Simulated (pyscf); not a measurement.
H₂B–F (SMILES BF) + SiH₄ (SMILES [SiH4]) → BH₃ (SMILES B) + F–SiH₃ (SMILES F[SiH3]) (four-centre exchange; singlet surface; B–F, H–Si broken, B–H, F–Si formed). Structures and frequencies: ωB97X-D3(BJ)/def2-SVP in PySCF. Correlated levels are frozen-core, on RHF or UHF. ΔMP2 is the change of the MP2 total energy from the triple- to the quadruple-zeta basis. Energies in kcal/mol from the separated reactants.

```csv
level,barrier,reaction energy
PBE/def2-TZVP,13.2,+9.3
B3LYP-D3(BJ)/def2-TZVP,[?],+7.0
PBE0-D3(BJ)/def2-TZVP,13.5,+8.2
M06-2X/def2-TZVP,15.7,+5.7
ωB97M-D3(BJ)/def2-TZVP,15.9,+6.8
CCSD/def2-TZVPP,19.5,+6.0
CCSD(T)/def2-TZVPP + ΔMP2(QZVPP),[?],[?]
```

Q: Fill in the missing entries.

A: 
- B3LYP-D3(BJ)/def2-TZVP, barrier: 17.7
- CCSD(T)/def2-TZVPP + ΔMP2(QZVPP), barrier: 16.9
- CCSD(T)/def2-TZVPP + ΔMP2(QZVPP), reaction energy: +5.8

Of the functionals in the table, B3LYP-D3(BJ) is closest to CCSD(T)/def2-TZVPP + ΔMP2(QZVPP) in the barrier (0.8 kcal/mol apart) and PBE least close (3.6 kcal/mol); that level has limits of its own. On the product side the descent ends in a complex, 4.4 kcal/mol under the separated species and 13.2 kcal/mol under the saddle at ωB97X-D3(BJ)/def2-TZVP. One saddle was located; it need not be the lowest between these sides. The CCSD(T) − MP2 part came from Ansatz, without density fitting, on the same reference.
